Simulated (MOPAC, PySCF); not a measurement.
CH$_{2}$Cl$_{2}$, SMILES `ClCCl`, neutral singlet in the gas phase. 

Cartesian coordinates (Å):
```xyz
5

Cl    -1.4789    -0.8367    -0.0927
C     -0.0008     0.1504     0.0100
Cl     1.4880    -0.8255    -0.0184
H     -0.0263     0.6960     0.9454
H      0.0180     0.8159    -0.8444
```
Charge 0, multiplicity 1.

All levels are single points at this geometry (B3LYP-D3(BJ)/def2-TZVP); Pople sets use spherical d functions. Orbital energies aren't observables, and empty levels follow the basis.

B3LYP/3-21G in PySCF gives dipole (D) = 2.05.

### Question
Estimate the dipole (D) from each of these levels: ωB97X-D3(BJ)/def2-TZVP in PySCF; B3LYP/6-31G* in PySCF; M06-2X/6-31G* in PySCF; SVWN5/6-31G* in PySCF; HF/3-21G in PySCF; HF/6-31G* in PySCF; AM1 in MOPAC; PM3 in MOPAC.

### Answer

```
level                            dipole (D)
-------------------------------  ----------
ωB97X-D3(BJ)/def2-TZVP in PySCF        1.72
B3LYP/6-31G* in PySCF                  1.84
M06-2X/6-31G* in PySCF                 1.88
SVWN5/6-31G* in PySCF                  1.83
HF/3-21G in PySCF                      2.29
HF/6-31G* in PySCF                     2.01
AM1 in MOPAC                           1.60
PM3 in MOPAC                           1.30
```
